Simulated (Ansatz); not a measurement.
# Na₂− (doublet): the correlation ladder at distance Na1–Na2 = 2.835 Å, aug-cc-pVTZ

The task here is to estimate one member of a computed series from the others.

Program: Ansatz 0.2.0, Gaussian basis. Level of theory: aug-cc-pVTZ, core rule «outside noble gas», up to 10 orbitals frozen. These are calculated values, not measurements.

The runs, in order: UHF; CCSD(T) on ROHF; CCSD(T) on UHF; BCCD(T) on ROHF; CCSDT on ROHF; CCSDT on UHF; CASSCF and NEVPT2, 3 electrons in 8 orbitals; Full CI.

51 further runs of the same task are left out: 22 for a known fault of the program, 25 that didn't finish, 4 set aside as unsound or not needed. Runs told in other sessions of the task aren't counted.

## What is computed

The geometry derives from a PBE0/def2-TZVPD stationary point (not a proven minimum). One bond is set to the value named and the two fragments are kept rigid.

2 atoms, charge -1, spin multiplicity 2.

Atoms are counted from 1 here; the program's logs count them from 0.

Bond lengths: Na1–Na2 2.835 Å.

Set-up of the first run:

Contents of in.yaml:

```yaml
crystal:
  periodic: [false, false, false]
  atoms:
    - {symbol: Na, position_ang: [0.000000, 0.000000, 0.000000]}
    - {symbol: Na, position_ang: [0.000000, 0.000000, 2.835000]}
basis:
  gaussian: {orbitals: aug-cc-pVTZ}
total_charge: -1
magnetization: {spin_polarized: true, initial_magnetization: 1}
hamiltonian: {xc: hf}
output: {orbitals: {seedname: orbitals}}
```

Run with:

```sh
$ ansatz run in.yaml --threads 1 --pin off --events-out ev --progress --plain --max-ram 2393MiB
```

Among the steps run: UHF; CCSD(T) on ROHF; CCSD(T) on UHF; BCCD(T) on ROHF; CCSDT on ROHF; CCSDT on UHF; CASSCF and NEVPT2, 3 electrons in 8 orbitals; Full CI.

One table of the session follows, with a row left open; its other results are not shown here.

| method | from FCI (kJ/mol) |
| --- | --- |
| ROHF | +101.2 |
| UHF | ? |
| RMP2 | +30.7 |
| UMP2 | +38.8 |
| RCCSD | +5.8 |
| UCCSD | +4.2 |
| RCCSD(T) | +1.6 |
| UCCSD(T) | +1.7 |
| BCCD(T) | +1.7 |
| RCCSDT | 0.0 |
| UCCSDT | 0.0 |
| CASSCF valence | +13.7 |
| NEVPT2 valence | +4.6 |
| FCI | 0 |

**Question.** Estimate the row for UHF.

As computed: from FCI (kJ/mol): +83.5. In the column «from FCI (kJ/mol)» it lies between UMP2 (+38.8) and ROHF (+101.2).

The ROHF row is the lowest such solution found; the determinant under the restricted MP2 and coupled-cluster rows lies 0.01 eV higher.

Limits of these values: Levels on UHF freeze UHF's core orbitals, full CI those of ROHF, so the U rows can settle a little off it for that reason alone. Restricted and unrestricted rows rest on different reference determinants; a gap between their highest levels can come from leftover correlation error, from unlike frozen cores or from another state.
